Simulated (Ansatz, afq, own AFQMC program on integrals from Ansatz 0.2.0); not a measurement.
Two steps: Ansatz 0.2.0 writes the Fock matrix and Cholesky factors of the valence space, and afq projects on them the lowest state that overlaps trial and start.

```yaml
crystal:
  periodic: [false, false, false]
  atoms:
    - {symbol: Al, position_ang: [0.000000, 0.000000, 0.000000]}
    - {symbol: O, position_ang: [0.000000, 0.000000, 3.062000]}
basis:
  gaussian: {orbitals: 6-31G}
magnetization: {spin_polarized: true, initial_magnetization: 1}
correlation: {method: ccsd_t, electrons: outside_noble_gas, hamiltonian_folder: ham}
```

```sh
$ ansatz run in.yaml --threads 1 --pin off --events-out ev --progress --plain --max-ram 24576MiB --backend cuda --devices 0, --max-vram 18GiB
```

afq runs on the folder ham with

```
--method phaseless --trial hf --walkers 4000 --populations 20 --least-time 40 --time-step 0.005 --steps-per-block 20 --equilibration-blocks 160 --max-blocks 4000 --target-error 0.001800 --factor-cut 1e-05 --start spin_pure --seed 7570 --taylor-order 6
```

Times are imaginary, in 1/Eh. The walk had a cap of 49 s. With eight or more populations the least sampling time is a fifth of least-time, and the error comes from their spread.

afq prints:

```
orbitals 16  electrons 5 4  factors 76 of 213
reference energy -316.63729106 Eh
CCSD correlation -0.11384372 Eh in 28 cycles, weight of the determinant in the CISD state 0.6579
energy of the start -316.646487 Eh
 block  time / (1/Eh)  mean weight  energy / Eh
     1     0.100  1.0000  -316.670175
     2     0.200  1.0007  -316.687970
     3     0.300  1.0008  -316.699830
     4     0.400  1.0008  -316.709527
     5     0.500  1.0006  -316.717335
     9     0.900  1.0003  -316.734001
    25     2.500  1.0000  -316.748111
    49     4.900  0.9996  -316.756223
    73     7.300  1.0000  -316.755244
    97     9.700  0.9999  -316.755661
   121    12.100  1.0002  -316.754448
   145    14.500  0.9996  -316.760224
   169    16.900  1.0001  -316.758299
   193    19.300  0.9998  -316.759558
   211    21.100  0.9999  -316.763116
   217    21.700  1.0001  -316.753907
   235    23.500  0.9999  -316.758141
error from the spread of 20 populations
energy -316.757878 +/- 0.000930 Eh
(rows thinned)
```

The run passed its tests (sampling time, drift between the halves within three errors, error under three times the target), which doesn't prove that it has relaxed.

Against this walk (error 25.3 meV) on the same determinant: CCSD(T) 91.8 meV higher, CCSDT(Q) 17.2 meV lower (within the noise), CCSDTQ 3.8 meV higher (within the noise), full CI 3.6 meV higher (within the noise). The error is statistical and leaves out the bias of the constraint. The determinant has ⟨S²⟩ = 1.61, so the low cluster orders mix in higher spin, while the walk starts as a pure doublet. The determinant is a poor start (see the cautions), so the low cluster orders aren't to be relied on, and full CI is the sure value.

Cautions: constraint bias not in the error; strong correlation (T1 0.114, weight of the determinant 0.66, largest double 0.23); unrestricted determinant spin contaminated (⟨S²⟩ 1.61 against 0.75).

The walk took 33 s on 1 × NVIDIA H100 80GB HBM3 with 2 threads of AMD EPYC 7R13 Processor (Zen 3), with other jobs on the host (the card was shared). The log's last line is the phaseless energy.

CCSDT and higher add their correlation energy to the determinant of the CCSD(T) run, since their own runs factorise the integrals more tightly (a shift of under 2 meV).
